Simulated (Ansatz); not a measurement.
# BH5OSi: geometry and vibrations

Aim: relax BH5OSi from a cheap starting geometry, check the end point by its vibrations and derive ideal-gas thermochemistry, and look at its orbitals and charge.

Method: RKS PBE0-D4/def2-TZVP; program: Ansatz 0.2.0, Gaussian basis.

Levels to be run: relaxation at PBE-D4/def2-SVP; relaxation at PBE0-D4/def2-TZVP; harmonic vibrations at the same level; a single point in def2-TZVPP for the fields.

1 further run of the same task is left out (it didn't finish).

### Step 1. The system as given

8 atoms, charge 0, spin multiplicity 1.

Atoms are counted from 1 here; the program's logs count them from 0.

Bond lengths: B1–O2 1.415 Å, B1–H4 1.186 Å, B1–H5 1.179 Å, O2–Si3 1.698 Å, Si3–H6 1.466 Å, Si3–H7 1.527 Å, Si3–H8 1.466 Å. Angles: O2–B1–H4 121.3°, O2–B1–H5 124.6°, H4–B1–H5 113.9°, B1–O2–Si3 104.6°, O2–Si3–H6 112.0°, O2–Si3–H7 110.3°, O2–Si3–H8 110.2°, H6–Si3–H7 108.9°, H6–Si3–H8 110.4°, H7–Si3–H8 104.7°.

As a file:

```csv
atom,x (Å),y (Å),z (Å)
B1,-0.36600,0.73320,-1.14150
O2,-0.30280,-0.64530,-0.82900
Si3,0.24130,-0.69560,0.77880
H4,-1.36120,1.35680,-0.97730
H5,0.49430,1.33930,-1.67300
H6,-0.68610,-0.02420,1.69360
H7,1.61430,-0.03730,0.89500
H8,0.45840,-2.08410,1.19750
```

The start is a force-field geometry with small random shifts, so a cheaper pass at PBE-D4/def2-SVP comes first.

### Step 2. Optimising with PBE-D4/def2-SVP (cheap first pass)

Input file in.yaml:

```yaml
crystal:
  periodic: [false, false, false]
  atoms:
    - {symbol: B, position_ang: [-0.366000, 0.733200, -1.141500]}
    - {symbol: O, position_ang: [-0.302800, -0.645300, -0.829000]}
    - {symbol: Si, position_ang: [0.241300, -0.695600, 0.778800]}
    - {symbol: H, position_ang: [-1.361200, 1.356800, -0.977300]}
    - {symbol: H, position_ang: [0.494300, 1.339300, -1.673000]}
    - {symbol: H, position_ang: [-0.686100, -0.024200, 1.693600]}
    - {symbol: H, position_ang: [1.614300, -0.037300, 0.895000]}
    - {symbol: H, position_ang: [0.458400, -2.084100, 1.197500]}
basis:
  gaussian: {orbitals: def2-SVP}
hamiltonian: {xc: pbe, dispersion: d4}
relax: {f_tol: 0.03, max_steps: 200}
```

On the command line:

```sh
> ansatz run in.yaml --threads 4 --pin off --events-out ev --progress --plain --max-ram 10444MiB
```

What it wrote, cut to the lines that bear on the results:

```text
Functional definition: PBE
  name "PBE"
  cite "Perdew, Burke & Ernzerhof, Phys. Rev. Lett. 77, 3865 (1996) doi:10.1103/PhysRevLett.77.3865"
  parent pbe
[...]
783 factors; their error is unknown
[...]
mean field -10670.61431496 eV, -392.1378432725 hartree, gradient 3.4e-5 eV, S^2 0.000000; 0 other end points of the search recorded, 0 dependent functions left out
[...]
reference -10670.61434896 eV, -392.1378445222 hartree; 16, 16 occupied and 55, 55 virtual orbitals, 783 factors
relax step   1: F+E_penalty+E_count = -10670.73317019 eV  Δ(F+E_penalty+E_count) = +0.000e0 eV  max|allowed force component| = 1.837e0 eV/Å  Δτ_max = 0.0000 Å  (23 SCF iters, accepted)
[...]
relax step   4: F+E_penalty+E_count = -10671.15828855 eV  Δ(F+E_penalty+E_count) = -1.379e-1 eV  max|allowed force component| = 6.654e-1 eV/Å  Δτ_max = 0.1999 Å  (30 SCF iters, accepted)
[...]
relax step   7: F+E_penalty+E_count = -10671.35633016 eV  Δ(F+E_penalty+E_count) = -5.290e-2 eV  max|allowed force component| = 2.112e-1 eV/Å  Δτ_max = 0.2000 Å  (30 SCF iters, accepted)
[...]
relax step  10: F+E_penalty+E_count = -10671.44149722 eV  Δ(F+E_penalty+E_count) = -6.795e-3 eV  max|allowed force component| = 3.230e-1 eV/Å  Δτ_max = 0.0461 Å  (25 SCF iters, accepted)
[...]
relax step  12: F+E_penalty+E_count = -10671.45204100 eV  Δ(F+E_penalty+E_count) = -1.054e-2 eV  max|allowed force component| = 7.645e-2 eV/Å  Δτ_max = 0.0823 Å  (26 SCF iters, accepted)
[...]
relax step  13: F+E_penalty+E_count = -10671.45328462 eV  Δ(F+E_penalty+E_count) = -1.244e-3 eV  max|allowed force component| = 1.191e-2 eV/Å  Δτ_max = 0.0359 Å  (26 SCF iters, accepted)
783 factors; their error is unknown
mean field -10671.33865279 eV, -392.1644621969 hartree, gradient 1.7e-5 eV, S^2 0.000000; 1 other end points of the search recorded, 0 dependent functions left out
[...]
reference -10671.33868836 eV, -392.1644635040 hartree; 16, 16 occupied and 55, 55 virtual orbitals, 783 factors
Total energy: -10671.45332019 eV, -392.1686761461 hartree
Atom 0 at    -0.376851     0.811377    -1.307910 Å, force    -0.000557     0.002529    -0.004213 eV/Å
Atom 1 at     0.452758    -0.014806    -0.623028 Å, force    -0.002688    -0.001493     0.007998 eV/Å
Atom 2 at     0.374462    -0.658151     0.950474 Å, force    -0.000136     0.003472    -0.006458 eV/Å
Atom 3 at    -1.403845     1.232084    -0.787647 Å, force     0.011909    -0.004901     0.004238 eV/Å
Atom 4 at    -0.057796     1.110711    -2.446277 Å, force    -0.005311    -0.000458     0.002415 eV/Å
Atom 5 at    -0.831246    -0.125654     1.674494 Å, force     0.000811    -0.000733    -0.004759 eV/Å
Atom 6 at     1.634991    -0.262415     1.658984 Å, force    -0.005605    -0.000922    -0.001233 eV/Å
Atom 7 at     0.299726    -2.150346     0.825010 Å, force     0.001576     0.002505     0.002012 eV/Å
Dipole moment:     0.000049    -0.121918     0.277633 e Å
```

Wall time 6.5 s (4 threads of Arm Neoverse V2, shared host).

Step by step: (the energy doesn't fall at every step)

```csv
step,energy from step 1 (eV),largest force component (eV/Å)
1,0.0000,1.8369
2,-0.1834,1.2871
3,-0.2872,0.8028
4,-0.4251,0.6654
5,-0.5045,0.4898
6,-0.5703,0.3951
7,-0.6232,0.2112
8,-0.6608,0.2662
9,-0.7015,0.3512
10,-0.7083,0.3230
11,-0.6644,1.0736
12,-0.7189,0.0764
13,-0.7201,0.0119
```

Close pairs (by a distance rule), those that changed most:

```csv
bond,before (Å),after (Å),change (Å)
B1–O2,1.415,1.356,-0.058
B1–H5,1.179,1.220,+0.041
B1–H4,1.186,1.226,+0.040
Si3–H6,1.466,1.504,+0.038
Si3–H8,1.466,1.499,+0.033
Si3–H7,1.527,1.499,-0.028
O2–Si3,1.698,1.702,+0.004
```

### Step 3. Optimising with PBE0-D4/def2-TZVP

Input file in.yaml:

```yaml
crystal:
  periodic: [false, false, false]
  atoms:
    - {symbol: B, position_ang: [-0.376851, 0.811377, -1.307910]}
    - {symbol: O, position_ang: [0.452758, -0.014806, -0.623028]}
    - {symbol: Si, position_ang: [0.374462, -0.658151, 0.950474]}
    - {symbol: H, position_ang: [-1.403845, 1.232084, -0.787647]}
    - {symbol: H, position_ang: [-0.057796, 1.110711, -2.446277]}
    - {symbol: H, position_ang: [-0.831246, -0.125654, 1.674494]}
    - {symbol: H, position_ang: [1.634991, -0.262415, 1.658984]}
    - {symbol: H, position_ang: [0.299726, -2.150346, 0.825010]}
basis:
  gaussian: {orbitals: def2-TZVP}
hamiltonian: {xc: pbe0, dispersion: d4}
relax: {f_tol: 0.005, max_steps: 150}
```

Same command.

What it wrote, cut to the lines that bear on the results:

```text
Functional definition: PBE0
  name "PBE0"
  cite "Adamo & Barone, J. Chem. Phys. 110, 6158 (1999) doi:10.1063/1.478522"
  cite "Perdew, Burke & Ernzerhof, Phys. Rev. Lett. 77, 3865 (1996) doi:10.1103/PhysRevLett.77.3865"
  parent pbe
[...]
808 factors; their error is unknown
[...]
mean field -10678.60043492 eV, -392.4313277681 hartree, gradient 2.7e-5 eV, S^2 0.000000; 0 other end points of the search recorded, 0 dependent functions left out
[...]
reference -10678.60046877 eV, -392.4313290119 hartree; 16, 16 occupied and 113, 113 virtual orbitals, 808 factors
relax step   1: F+E_penalty+E_count = -10678.69625598 eV  Δ(F+E_penalty+E_count) = +0.000e0 eV  max|allowed force component| = 7.702e-1 eV/Å  Δτ_max = 0.0000 Å  (24 SCF iters, accepted)
[...]
reference -10678.64876837 eV, -392.4331039895 hartree; 16, 16 occupied and 113, 113 virtual orbitals, 808 factors
Total energy: -10678.74516304 eV, -392.4366464281 hartree
Atom 0 at    -0.369687     0.803386    -1.288171 Å, force     0.004448    -0.003277     0.003707 eV/Å
Atom 1 at     0.437364    -0.035848    -0.611657 Å, force    -0.002752     0.003232    -0.004122 eV/Å
Atom 2 at     0.369563    -0.652062     0.925937 Å, force    -0.000189    -0.000037     0.002420 eV/Å
Atom 3 at    -1.356997     1.246061    -0.759938 Å, force    -0.000573     0.000069     0.000094 eV/Å
Atom 4 at    -0.071709     1.086387    -2.414060 Å, force    -0.000727     0.000406    -0.001225 eV/Å
Atom 5 at    -0.831742    -0.136504     1.630955 Å, force     0.000347    -0.000119    -0.000500 eV/Å
Atom 6 at     1.602072    -0.239441     1.637471 Å, force    -0.000642    -0.000225    -0.000329 eV/Å
Atom 7 at     0.313336    -2.129179     0.823563 Å, force     0.000088    -0.000050    -0.000045 eV/Å
Dipole moment:    -0.019590    -0.069885     0.192981 e Å
```

Run time: 10 s. Hardware: 4 threads of Arm Neoverse V2, shared host.

Along the way:

```csv
step,energy from step 1 (eV),largest force component (eV/Å)
1,0.0000,0.7702
2,-0.0387,0.5778
3,-0.0485,0.0619
4,-0.0485,0.0658
5,-0.0488,0.0255
6,-0.0489,0.0051
7,-0.0489,0.0039
8,-0.0489,0.0096
9,-0.0489,0.0084
10,-0.0489,0.0044
```

The force was under the threshold of 0.005 eV/Å already at step 7, but the program went on to step 10.

Close pairs (by a distance rule), those that changed most:

```csv
bond,before (Å),after (Å),change (Å)
O2–Si3,1.702,1.658,-0.044
B1–H4,1.226,1.204,-0.022
B1–H5,1.220,1.199,-0.021
Si3–H6,1.504,1.485,-0.019
Si3–H8,1.499,1.482,-0.018
Si3–H7,1.499,1.482,-0.017
B1–O2,1.356,1.347,-0.010
```

Mulliken charges at the end point, from the run's report:

```csv
atom,value (e)
B1,0.08
O2,-0.29
Si3,0.29
H4,-0.01
H5,0.00
H6,-0.03
H7,-0.02
H8,-0.02
```

### Step 4. Harmonic vibrations

Input file in.yaml:

```yaml
crystal:
  periodic: [false, false, false]
  atoms:
    - {symbol: B, position_ang: [-0.369687, 0.803386, -1.288171]}
    - {symbol: O, position_ang: [0.437364, -0.035848, -0.611657]}
    - {symbol: Si, position_ang: [0.369563, -0.652062, 0.925937]}
    - {symbol: H, position_ang: [-1.356997, 1.246061, -0.759938]}
    - {symbol: H, position_ang: [-0.071709, 1.086387, -2.414060]}
    - {symbol: H, position_ang: [-0.831742, -0.136504, 1.630955]}
    - {symbol: H, position_ang: [1.602072, -0.239441, 1.637471]}
    - {symbol: H, position_ang: [0.313336, -2.129179, 0.823563]}
basis:
  gaussian: {orbitals: def2-TZVP}
hamiltonian: {xc: pbe0, dispersion: d4}
phonons: {temperatures: {t_min: 298.15, t_max: 900, t_step: 200}}
```

Same command.

What it wrote, cut to the lines that bear on the results:

```text
Functional definition: PBE0
  name "PBE0"
  cite "Adamo & Barone, J. Chem. Phys. 110, 6158 (1999) doi:10.1063/1.478522"
  cite "Perdew, Burke & Ernzerhof, Phys. Rev. Lett. 77, 3865 (1996) doi:10.1103/PhysRevLett.77.3865"
  parent pbe
[...]
808 factors; their error is unknown
[...]
mean field -10678.64873447 eV, -392.4331027438 hartree, gradient 2.1e-5 eV, S^2 0.000000; 0 other end points of the search recorded, 0 dependent functions left out
[...]
reference -10678.64876804 eV, -392.4331039774 hartree; 16, 16 occupied and 113, 113 virtual orbitals, 808 factors
[...]
808 factors; their error is unknown
mean field -10678.64862364 eV, -392.4330986707 hartree, gradient 8.7e-7 eV, S^2 0.000000; 0 other end points of the search recorded, 0 dependent functions left out
[...]
reference -10678.64865720 eV, -392.4330999039 hartree; 16, 16 occupied and 113, 113 virtual orbitals, 808 factors
[...]
Atom 0 at    -0.369687     0.803386    -1.288171 Å, force     0.004410    -0.003270     0.003695 eV/Å
Atom 1 at     0.437364    -0.035848    -0.611657 Å, force    -0.002745     0.003236    -0.004110 eV/Å
Atom 2 at     0.369563    -0.652062     0.925937 Å, force    -0.000179    -0.000036     0.002421 eV/Å
Atom 3 at    -1.356997     1.246061    -0.759938 Å, force    -0.000550     0.000061     0.000098 eV/Å
Atom 4 at    -0.071709     1.086387    -2.414060 Å, force    -0.000721     0.000402    -0.001225 eV/Å
Atom 5 at    -0.831742    -0.136504     1.630955 Å, force     0.000338    -0.000111    -0.000503 eV/Å
Atom 6 at     1.602072    -0.239441     1.637471 Å, force    -0.000642    -0.000230    -0.000327 eV/Å
Atom 7 at     0.313336    -2.129179     0.823563 Å, force     0.000089    -0.000052    -0.000049 eV/Å
Dipole moment:    -0.019591    -0.069885     0.192981 e Å
Vibrations: 92.18 203.51 278.60 713.65 727.71 757.62 949.19 954.57 966.08 1021.29 1058.71 1228.69 1395.94 2233.78 2252.61 2254.11 2537.69 2634.94 cm⁻¹, zero-point energy 1.379998 eV
```

Wall time 25 s (4 threads of Arm Neoverse V2, shared host).

Motions are named by where the mode's potential energy lies. Wavenumbers, unscaled:

```csv
mode,cm⁻¹,motion
1,92,torsion
2,204,bend
3,279,torsion
4,714,bend
5,728,bend
6,758,Si–O stretch
7,949,bend with torsion
8,955,bend
9,966,bend
10,1021,bend
11,1059,out-of-plane bend with torsion
12,1229,bend
13,1396,B–O stretch
14,2234,Si–H stretch
15,2253,Si–H stretch
16,2254,Si–H stretch
17,2538,B–H stretch
18,2635,B–H stretch
```

From these modes and the moments of inertia (298.15 K, 1 bar, symmetry number 1):

```csv
term,value
zero-point energy,133.1 kJ/mol
H(298) − E,149.0 kJ/mol
"entropy, translation",159.9 J/(mol K)
"entropy, rotation",96.2 J/(mol K)
"entropy, vibration",36.1 J/(mol K)
"entropy, total",292.2 J/(mol K)
```

### Step 5. Orbitals, density and potential

in.yaml: that of step 4 with these lines changed.

```diff
@@ -12,4 +12,4 @@
 basis:
-  gaussian: {orbitals: def2-TZVP}
+  gaussian: {orbitals: def2-TZVPP}
 hamiltonian: {xc: pbe0, dispersion: d4}
-phonons: {temperatures: {t_min: 298.15, t_max: 900, t_step: 200}}
+output: {orbitals: {seedname: orbitals}}
```

Same command.

What it wrote:

```text
Functional definition: PBE0
  name "PBE0"
  cite "Adamo & Barone, J. Chem. Phys. 110, 6158 (1999) doi:10.1063/1.478522"
  cite "Perdew, Burke & Ernzerhof, Phys. Rev. Lett. 77, 3865 (1996) doi:10.1103/PhysRevLett.77.3865"
  parent pbe
  parameter a = 0.25
  parameter kappa = 0.804
  parameter beta = 0.06672455060314922
  exchange = (1 - a)*pbe_x(kappa = kappa, mu = beta*pi^2/3) + a*exact_x
  correlation = pbe_c(beta = beta)
906 factors; their error is unknown
mean field evaluation 1: about -10674.9110 eV, gradient 4.8e1 eV
mean field evaluation 2: about -10667.1865 eV, gradient 8.0e1 eV
mean field evaluation 4: about -10678.6452 eV, gradient 2.0e0 eV
mean field evaluation 8: about -10678.6537 eV, gradient 6.1e-2 eV
mean field evaluation 16: about -10678.6711 eV, gradient 1.8e-5 eV
mean field -10678.67113848 eV, -392.4339260759 hartree, gradient 1.8e-5 eV, S^2 0.000000; 0 other end points of the search recorded, 0 dependent functions left out
reference -10678.67117145 eV, -392.4339272875 hartree; 16, 16 occupied and 158, 158 virtual orbitals, 906 factors
Total energy: -10678.76756611 eV, -392.4374697259 hartree
```

Run time: 1 s. Hardware: 4 threads of Arm Neoverse V2, shared host.

The fields below are evaluated on a grid from the run's orbitals.

Frontier orbitals at PBE0-D4/def2-TZVPP, with the share of their density that lies nearest to each atom:

```csv
orbital,energy (eV),lies on
HOMO-1,-9.52,"H7, H8 about 33 % each; O2 21 %; Si3 8 %"
HOMO,-8.49,"O2 31 %; H4, H5 about 26 % each; B1 10 %"
LUMO,-0.65,"B1 47 %; H4, H5 about 18 % each; O2 14 %"
```

ELF in a plane through or near 6 of the atoms.

Values, 10 rows by 14 columns:
```
0.00 0.00 0.00 0.00 0.00 0.00 0.00 0.00 0.00 0.00 0.00 0.00 0.00 0.00
0.00 0.00 0.00 0.00 0.00 0.00 0.00 0.00 0.00 0.00 0.00 0.00 0.00 0.00
0.00 0.00 0.00 0.00 0.01 0.01 0.03 0.30 0.10 0.01 0.49 0.30 0.00 0.00
0.00 0.00 0.00 0.03 0.14 0.08 0.23 0.82 0.58 0.30 1.00 0.99 0.36 0.00
0.00 0.00 0.00 0.13 0.46 0.11 0.46 0.29 0.81 0.72 1.00 1.00 0.79 0.00
0.00 0.00 0.00 0.06 0.13 0.63 0.11 0.60 0.40 0.20 0.60 0.46 0.09 0.00
0.00 0.00 0.00 0.06 0.85 1.00 0.98 0.05 0.82 1.00 0.92 0.07 0.00 0.00
0.00 0.00 0.00 0.21 0.99 1.00 0.99 0.07 0.62 1.00 0.96 0.10 0.00 0.00
0.00 0.00 0.00 0.01 0.61 0.93 0.74 0.01 0.04 0.43 0.13 0.00 0.00 0.00
0.00 0.00 0.00 0.00 0.00 0.00 0.00 0.00 0.00 0.00 0.00 0.00 0.00 0.00
```
The map spans 10.3 Å across and 8.1 Å up, centred on the molecule. Atoms in the plane (x, y in Å): B1 (1.6, 0.1), O2 (0.4, 0.7), Si3 (-1.2, 0.0), H4 (1.6, -1.1), H5 (2.5, 0.8), H6 (-1.1, -1.4).

On the surface of density 0.002 e/bohr³ the electrostatic potential runs, from the 1st to the 99th percentile, from -0.74 V near O2 to 1.42 V near H6.

### Step 6. Summary of results

```
                  quantity            value
               point group               Cs
                     steps          13 + 10
shift from the start (rms)          0.586 Å
              total energy   -10678.7452 eV
           dispersion term          -96 meV
             dipole moment           0.99 D
lowest, highest wavenumber    92, 2635 cm⁻¹
         zero-point energy     133.1 kJ/mol
       entropy at 298.15 K  292.2 J/(mol K)
                HOMO, LUMO  -8.49, -0.65 eV
```

In words: The relaxed geometry lies 0.59 Å (rms) from the start; the bond that changed most is B1–O2, from 1.415 to 1.347 Å. No mode is imaginary: a true minimum at this level. The stiffest mode, 2635 cm⁻¹, is a B–H stretch. Harmonic hybrid wavenumbers usually lie a few per cent above measured fundamentals. The largest Mulliken charge, +0.29 e, sits on Si3. The HOMO lies mostly on O2 31 %; H4, H5 about 26 % each and the LUMO on B1 47 %; H4, H5 about 18 % each.
